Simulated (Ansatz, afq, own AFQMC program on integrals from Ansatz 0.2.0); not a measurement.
AFQMC on a folder of integrals that Ansatz 0.2.0 wrote.

```yaml
crystal:
  periodic: [false, false, false]
  atoms:
    - {symbol: C, position_ang: [-0.418275, 0.000000, 0.472253]}
    - {symbol: C, position_ang: [0.317003, 0.000000, -0.472253]}
    - {symbol: H, position_ang: [0.235746, 0.000000, 1.312381]}
    - {symbol: H, position_ang: [0.971025, 0.000000, -1.312381]}
basis:
  gaussian: {orbitals: cc-pVDZ}
magnetization: {spin_polarized: false}
correlation: {method: ccsd_t, electrons: outside_noble_gas, hamiltonian_folder: ham}
```

```sh
$ ansatz run in.yaml --threads 1 --pin off --events-out ev --progress --plain --max-ram 1382MiB
```

Options of the walk:

```
--method free --trial cisd --walkers 70 --time-step 0.03 --max-blocks 80 --target-error 0.00038 --factor-cut 1e-05 --seed 3135 --times 0,0.21,0.42,0.81,1.2,1.8,2.4,3 --taylor-order 8
```

Times are imaginary, in 1/Eh. The walk had a cap of 536 s.

afq prints:

```
orbitals 36  electrons 5 5  factors 287 of 350
reference energy -76.76743257 Eh
CCSD correlation -0.27637848 Eh in 11 cycles, weight of the determinant in the CISD state 0.8683
repeat  energy at the last time / Eh  error
    10  -77.060511  0.004121
    20  -77.057168  0.002203
    30  -77.057093  0.001632
    40  -77.057940  0.001400
    50  -77.057860  0.001224
    60  -77.057999  0.001126
    70  -77.057652  0.001011
    80  -77.057553  0.000924
time / (1/Eh)  energy / Eh  error  mean overlap
  0.00  -77.044468  0.000544  1.1512
  0.21  -77.050594  0.000453  1.1543
  0.42  -77.052936  0.000434  1.1642
  0.81  -77.054889  0.000481  1.1655
  1.20  -77.056006  0.000390  1.1715
  1.80  -77.056711  0.000583  1.1833
  2.40  -77.057585  0.000750  1.1818
  3.00  -77.057553  0.000924  1.2173
energy -77.057553 +/- 0.000924 Eh
```

The run passed its tests (error under three times the target), which doesn't prove that it has relaxed.

Against this walk (error 25.1 meV) on the same determinant: CCSD(T) 37.0 meV higher (within the noise), CCSDT(Q) 7.7 meV lower (within the noise). The error is statistical, and a free projection of finite length keeps a remainder of its start.

Cautions: remainder of the start not in the error; error above the target (25.1 against 10.3 meV); higher spins were not checked; raised T1 diagnostic (T1 0.028, weight of the determinant 0.87, largest double 0.12).

The walk took 110 s on 1 thread of Intel(R) Xeon(R) Platinum 8488C (Sapphire Rapids), on a shared host. The log's last line is the free-projection energy.

CCSDT and higher add their correlation energy to the determinant of the CCSD(T) run, since their own runs factorise the integrals more tightly (a shift of under 2 meV). A walk keeps the symmetry of its determinant, which the program's search chose and which needn't be the lowest solution, so a lower state of the same spin and another symmetry isn't excluded.
